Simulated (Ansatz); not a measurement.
A single point on C6H8, SMILES `C=C1CCC1=C`.

```yaml
crystal:
  periodic: [false, false, false]
  atoms:
    - {symbol: C, position_ang: [-0.931738, -0.914056, 1.588030]}
    - {symbol: C, position_ang: [-0.153969, -0.452491, 0.617263]}
    - {symbol: C, position_ang: [1.269674, -0.741973, 0.178356]}
    - {symbol: C, position_ang: [1.090301, 0.305747, -0.955073]}
    - {symbol: C, position_ang: [-0.324779, 0.540993, -0.459685]}
    - {symbol: C, position_ang: [-1.318531, 1.329936, -0.847475]}
    - {symbol: H, position_ang: [-0.579768, -1.667659, 2.283509]}
    - {symbol: H, position_ang: [-1.945689, -0.551846, 1.717450]}
    - {symbol: H, position_ang: [2.033222, -0.491830, 0.917536]}
    - {symbol: H, position_ang: [1.440134, -1.764117, -0.165376]}
    - {symbol: H, position_ang: [1.747032, 1.174989, -0.883586]}
    - {symbol: H, position_ang: [1.156569, -0.097779, -1.967367]}
    - {symbol: H, position_ang: [-2.271297, 1.331354, -0.329522]}
    - {symbol: H, position_ang: [-1.211164, 1.998723, -1.694051]}
basis:
  gaussian: {orbitals: def2-QZVPP}
correlation: {method: mp2}
```

```sh
$ ansatz run in.yaml --threads 4 --pin off --events-out ev --progress --plain --max-ram 10444MiB
```

Shortened log:

```
Functional definition: HF
3471 factors; integrals over basis functions are off by at most 1.0e-3 eV
mean field evaluation 1: about -6304.9016 eV, gradient 4.1e1 eV
mean field evaluation 2: about -6305.0852 eV, gradient 4.1e1 eV
mean field evaluation 4: about -6309.8509 eV, gradient 6.1e0 eV
mean field evaluation 8: about -6309.9559 eV, gradient 2.9e-1 eV
mean field -6309.95623319 eV, -231.8866145278 hartree, gradient 6.0e-6 eV, S^2 0.000000; 0 other end points of the search recorded, 0 dependent functions left out; unrestricted orbitals would lower it
mean field evaluation 16: about -6310.0360 eV, gradient 4.4e-2 eV
6 core orbitals not correlated: weight in the atoms' cores, before any rotation towards them, 1.000 or more for the frozen orbitals, at most 0.000 for the correlated occupied ones
reference -6309.95623319 eV, -231.8866145278 hartree; 16, 16 occupied and 560, 560 virtual orbitals, 3471 factors
second order -28.09164941 eV of doubles, -0.00000000 eV of singles
Total energy: -6338.04788260 eV, -232.9189636026 hartree
```

It took 46 s on 4 threads of an Arm Neoverse V1 on a shared host, with 5.1 GiB of host memory at the peak.
